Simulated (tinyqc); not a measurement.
Inside a calculation. Method: coupled-perturbed Hartree-Fock on RHF in the sto-6g basis, for H2O, spin multiplicity 1. One step of it, computed by the program tinyqc.

Question. Orthogonalisation. S = U s U^T; canonical form X = U s^(-1/2), so that X^T S X = 1. Each column of U has its largest component positive (the first on a tie).

overlap S, order 1O 1s, 1O 2s, 1O 2px, 1O 2py, 1O 2pz, 2H 1s, 3H 1s:
```
[[1.000000, 0.231145, 0.000000, 0.000000, 0.000000, 0.041790, 0.041790],
 [0.231145, 1.000000, 0.000000, 0.000000, 0.000000, 0.400097, 0.400097],
 [0.000000, 0.000000, 1.000000, 0.000000, 0.000000, 0.000000, 0.000000],
 [0.000000, 0.000000, 0.000000, 1.000000, 0.000000, 0.290379, -0.290379],
 [0.000000, 0.000000, 0.000000, 0.000000, 1.000000, 0.191225, 0.191225],
 [0.041790, 0.400097, 0.000000, 0.290379, 0.191225, 1.000000, 0.163200],
 [0.041790, 0.400097, 0.000000, -0.290379, 0.191225, 0.163200, 1.000000]]
```

Give: eigenvalues of S; X.

Answer.

eigenvalues of S: [0.423, 0.500, 0.895, 1.000, 1.085, 1.337, 1.759]

X, order 1O 1s, 1O 2s, 1O 2px, 1O 2py, 1O 2pz, 2H 1s, 3H 1s:
```
[[-0.331, 0.000, 0.742, 0.000, -0.609, 0.000, 0.181],
 [1.069, 0.000, -0.271, 0.000, -0.278, 0.000, 0.457],
 [0.000, 0.000, 0.000, 1.000, 0.000, 0.000, 0.000],
 [0.000, 0.898, 0.000, 0.000, 0.000, 0.668, 0.000],
 [0.448, 0.000, 0.655, 0.000, 0.656, 0.000, 0.192],
 [-0.675, -0.773, -0.179, 0.000, 0.146, 0.388, 0.381],
 [-0.675, 0.773, -0.179, 0.000, 0.146, -0.388, 0.381]]
```
